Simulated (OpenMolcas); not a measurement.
**Predicting a hybrid from its neighbours: C3H4O**

C3H4O has 8 atoms, charge 0, and is taken as a singlet. As SMILES, `O=C1CC1`. The coordinates come from a PBE0-D4/def2-TZVP relaxation.

The electronic atomisation energy y, in eV, basis 6-311+G(d,p); a is the functional's share of exact exchange. Programs: OpenMolcas 26.06.

| functional | program | a | y (eV) |
| --- | --- | --- | --- |
| PBE | OpenMolcas | 0 | 36.06 |
| r2SCAN | OpenMolcas | 0 | 35.00 |
| B3LYP | OpenMolcas | 0.2 | 34.56 |
| PBE0 | OpenMolcas | 0.25 | ? |
| BHLYP | OpenMolcas | 0.5 | 33.20 |

Question: Fit y = c + s·a to the known rows and predict PBE0.

Answer: 
1. Means of the 4 rows: a = 0.1750, y = 34.705.
2. Σ(Δa)² = 0.1675, Σ(Δa·Δy) = -0.7815, so the slope is -0.7815/0.1675 = -4.6657.
3. Intercept: 34.705 − (-4.6657) × 0.1750 = 35.521. The largest residual of the fit is 0.54.
4. PBE0: 35.521 + (-4.6657) × 0.25 = 34.35 eV.

The run gave 35.13 eV, so the prediction is off by -0.78 eV, about the scatter of the fit. The rows mix families of semi-local functionals, which the line can't see.
